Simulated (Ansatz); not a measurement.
## Worked example: the barrier

An elementary step of CH8SSi, singlet (CH₆SSi ([CH3][SiH2][SH]) + H₂ → CH₆Si ([CH3][SiH3]) + H₂S; bonds formed: Si1–H7, S2–H6; bonds broken: Si1–S2, H6–H7). “Start” is the structure reached by relaxing down from the saddle towards the reactants; PBE0-D4/def2-TZVP structures. The saddle:

| atom | x (Å) | y (Å) | z (Å) |
| --- | --- | --- | --- |
| Si1 | -0.4214 | -0.3054 | 0.1705 |
| S2 | 1.1242 | -2.0255 | 1.2200 |
| H3 | -0.7402 | -1.3770 | -0.8171 |
| H4 | -1.3208 | -0.3312 | 1.3439 |
| C5 | -0.6154 | 1.2407 | -0.8803 |
| H6 | 1.1516 | -0.3593 | 1.1987 |
| H7 | 0.8490 | 0.5514 | 0.9441 |
| H8 | 1.9494 | -2.0293 | 0.1597 |
| H9 | -1.5574 | 1.1725 | -1.4357 |
| H10 | -0.6100 | 2.1570 | -0.2870 |
| H11 | 0.1909 | 1.3061 | -1.6167 |

Computed with Ansatz 0.2.0 (basis: def2-TZVPP and def2-QZVPP); correlated methods freeze the cores.

Energies in eV:

| quantity | saddle | start |
| --- | --- | --- |
| Hartree–Fock, triple zeta (X = 3) | -19834.82220 | -19838.07034 |
| Hartree–Fock, quadruple zeta (X = 4) | -19835.44701 | -19838.69398 |
| MP2 correlation, X = 3 | -14.79838 | -14.17318 |
| MP2 correlation, X = 4 | -15.85265 | -15.21592 |
| CCSD(T) correlation, X = 3 | -16.95460 | -16.32957 |

Q: Work out the barrier at the basis limit: extrapolate Hartree–Fock as E(X) = E∞ + A exp(−7.88 √X) and the MP2 correlation as E(X) = E∞ + B X^−2.97 (the exponents that Neese and Valeev fitted for def2-TZVPP and QZVPP), then add CCSD(T) − MP2 in triple zeta.

A: Each step is linear, so take the differences first (saddle − start): Hartree–Fock 3.24814 (X = 3) and 3.24697 (X = 4); MP2 correlation -0.62520 and -0.63673; CCSD(T) correlation -0.62503.
Two points give E∞ = E(4) + w [E(4) − E(3)], with w = 1/(exp(7.88 (2 − √3)) − 1) = 0.1377 for Hartree–Fock and w = 1/((4/3)^2.97 − 1) = 0.7407 for the correlation.
Hartree–Fock: 3.24697 + 0.1377 × (-0.00117) = 3.2468 eV.
MP2 correlation: -0.63673 + 0.7407 × (-0.01153) = -0.6453 eV.
CCSD(T) − MP2: -0.62503 − (-0.62520) = 0.0002 eV.
Sum: 3.2468 + (-0.6453) + 0.0002 = 2.6017 eV, or 60.00 kcal/mol. Plain CCSD(T) in triple zeta gives 2.6231 eV, so the larger basis shifts the result by -0.0214 eV.

No T1 diagnostic of these runs exceeds 0.013.

Labels in which every atom is bracketed show which atoms are joined, not bond orders.

For scale, one of the runs: CCSD(T)/def2-TZVPP, 227 basis functions, launched by `ansatz run in.yaml --threads 4 --pin off --events-out ev --progress --plain --max-ram 9574MiB`. Hardware: 4 CPU threads of an Arm Neoverse V2, shared host. Wall time 40 s; peak host memory 3.5 GiB.
